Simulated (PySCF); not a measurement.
Species: C5H12N (charge +1).
Atom-mapped SMILES: `[CH3:1][NH2+:2][CH2:3][CH:4]1[CH2:5][CH2:6]1` (hydrogens: H7, H8, H9 on C1; H10, H11 on N2; H12, H13 on C3; H14 on C4; H15, H16 on C5; H17, H18 on C6)

The same species was optimised twice, with GFN2-xTB and with PBE0-D3(BJ)/def2-SVP (PySCF), and the same property calculations (PySCF, gas phase) were run on both structures.

| coordinate | GFN2-xTB | PBE0-D3(BJ)/def2-SVP | change |
| --- | --- | --- | --- |
| C3–C4 (Å) | 1.505 | 1.494 | -0.011 |
| C1–N2 (Å) | 1.475 | 1.483 | +0.008 |
| N2–C3 (Å) | 1.498 | 1.505 | +0.007 |
| C4–C5 (Å) | 1.505 | 1.512 | +0.007 |
| C5–C6 (Å) | 1.494 | 1.492 | -0.002 |
| C4–C6 (Å) | 1.502 | 1.502 | 0.000 |
| C1–N2–C3 (°) | 114.1 | 115.6 | +1.5 |
| C3–C4–C5 (°) | 118.4 | 119.5 | +1.1 |
| N2–C3–C4 (°) | 109.9 | 110.4 | +0.5 |
| C4–C6–C5 (°) | 60.3 | 60.7 | +0.4 |
| C5–C4–C6 (°) | 59.6 | 59.3 | -0.3 |
| C4–C5–C6 (°) | 60.1 | 60.0 | -0.1 |
| C3–C4–C6 (°) | 119.3 | 119.2 | -0.1 |
| C1–N2–C3–C4 (°) | -176 | -177 | -1 |
| N2–C3–C4–C5 (°) | 74 | 77 | +3 |

Rotational constants: A = 10114, B = 1707, C = 1620 MHz (GFN2-xTB) against A = 10160, B = 1679, C = 1596 MHz (PBE0-D3(BJ)/def2-SVP). Point groups within 0.08 Å: C1 and C1.

On the GFN2-xTB structure: isotropic polarisability (au) 61.8 [CAM-B3LYP/def2-SVPD]; HOMO (eV) -14.13 [CAM-B3LYP/def2-SVPD]; LUMO (eV) -3.66 [CAM-B3LYP/def2-SVPD]; HOMO (eV) -12.74 [PBE0/pcSseg-1]; LUMO (eV) -4.25 [PBE0/pcSseg-1]; GIAO shielding of C1 (ppm) 150.3 [PBE0/pcSseg-1]; GIAO shielding of N2 (ppm) 194.4 [PBE0/pcSseg-1]; GIAO shielding of C3 (ppm) 123.7 [PBE0/pcSseg-1]; GIAO shielding of C4 (ppm) 174.8 [PBE0/pcSseg-1]; GIAO shielding of C5/C6 (mean) (ppm) 179.7 [PBE0/pcSseg-1].

Question: What do these properties become on the PBE0-D3(BJ)/def2-SVP structure?

Answer: 
```json
{"property": "isotropic polarisability (au)", "level": "CAM-B3LYP/def2-SVPD", "on GFN2-xTB": "61.8", "on PBE0-D3(BJ)/def2-SVP": "62.8", "change": "+1.0"}
{"property": "HOMO (eV)", "level": "CAM-B3LYP/def2-SVPD", "on GFN2-xTB": "-14.13", "on PBE0-D3(BJ)/def2-SVP": "-14.10", "change": "+0.03"}
{"property": "LUMO (eV)", "level": "CAM-B3LYP/def2-SVPD", "on GFN2-xTB": "-3.66", "on PBE0-D3(BJ)/def2-SVP": "-3.65", "change": "+0.01"}
{"property": "energy, GFN2-xTB geometry as zero (kcal/mol)", "level": "CAM-B3LYP/def2-SVPD", "on GFN2-xTB": "0.0", "on PBE0-D3(BJ)/def2-SVP": "-0.8", "change": "-0.8"}
{"property": "HOMO (eV)", "level": "PBE0/pcSseg-1", "on GFN2-xTB": "-12.74", "on PBE0-D3(BJ)/def2-SVP": "-12.72", "change": "+0.02"}
{"property": "LUMO (eV)", "level": "PBE0/pcSseg-1", "on GFN2-xTB": "-4.25", "on PBE0-D3(BJ)/def2-SVP": "-4.24", "change": "+0.01"}
{"property": "energy, GFN2-xTB geometry as zero (kcal/mol)", "level": "PBE0/pcSseg-1", "on GFN2-xTB": "0.0", "on PBE0-D3(BJ)/def2-SVP": "-0.7", "change": "-0.7"}
{"property": "GIAO shielding of C1 (ppm)", "level": "PBE0/pcSseg-1", "on GFN2-xTB": "150.3", "on PBE0-D3(BJ)/def2-SVP": "148.1", "change": "-2.2"}
{"property": "GIAO shielding of N2 (ppm)", "level": "PBE0/pcSseg-1", "on GFN2-xTB": "194.4", "on PBE0-D3(BJ)/def2-SVP": "192.7", "change": "-1.7"}
{"property": "GIAO shielding of C3 (ppm)", "level": "PBE0/pcSseg-1", "on GFN2-xTB": "123.7", "on PBE0-D3(BJ)/def2-SVP": "122.4", "change": "-1.3"}
{"property": "GIAO shielding of C4 (ppm)", "level": "PBE0/pcSseg-1", "on GFN2-xTB": "174.8", "on PBE0-D3(BJ)/def2-SVP": "174.9", "change": "+0.1"}
{"property": "GIAO shielding of C5/C6 (mean) (ppm)", "level": "PBE0/pcSseg-1", "on GFN2-xTB": "179.7", "on PBE0-D3(BJ)/def2-SVP": "177.4", "change": "-2.3"}
```

The heavy atoms differ by 0.026 Å rms after alignment. Among bonds between heavy atoms C3–C4 changes most (-0.011 Å). Changes are differences of the printed values. Neither structure is proved a minimum here. One conformer (not necessarily the lowest) at the PBE0-D3(BJ)/def2-SVP geometry, without solvent, vibrations or thermal averaging.

Conformer computed: `[CH3:1][NH2+:2][CH2:3][CH:4]1[CH2:5][CH2:6]1`: C1–N2–C3–C4 -177°, N2–C3–C4–C5 77°.
